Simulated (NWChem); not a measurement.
**Converging the integration grid for BNH3S (SMILES N[B]S)**

The species is BNH3S (6 atoms), meant as a doublet with charge 0. As SMILES, `N[B]S`. Geometry: relaxed at PBE0-D4/def2-TZVP. This is a higher conformer, about 7 kJ/mol above the lowest found by a separate search.

```xyz
6

N    -0.6212    0.0830   -0.7567
B    -0.5384   -0.4455    0.5157
S     0.7811   -0.4752    1.7092
H    -1.4542    0.0160   -1.3156
H     0.1355    0.5692   -1.2166
H     1.7392    0.1885    1.0178
```

Program: NWChem 7.3.0. Method: UB3LYP/6-311+G**. Swept: integration grid. Watched: the total energy. Each run: energy. Hardware: 1 thread of Intel Xeon Platinum 8375C at 2.90GHz (Ice Lake), shared host.

Deviations are taken from the sweep's last point, which isn't the limit.

```csv
integration grid,energy (Eh),from the best (mEh),wall time
xcoarse,-479.651140,+2.442,10 s
coarse,-479.653553,+0.029,12 s
medium,-479.653580,+0.002,16 s
fine,-479.653583,-0.001,21 s
xfine,-479.653582,0.000,46 s
```

Task: Which is the coarsest setting good to 0.5 mEh?

Result: coarse: it is 0.029 mEh off and takes 12 s, against 46 s for xfine.

Task: For a target of 0.01 mEh, where can one stop?

Result: medium: it is 0.002 mEh off and takes 16 s, against 46 s for xfine.
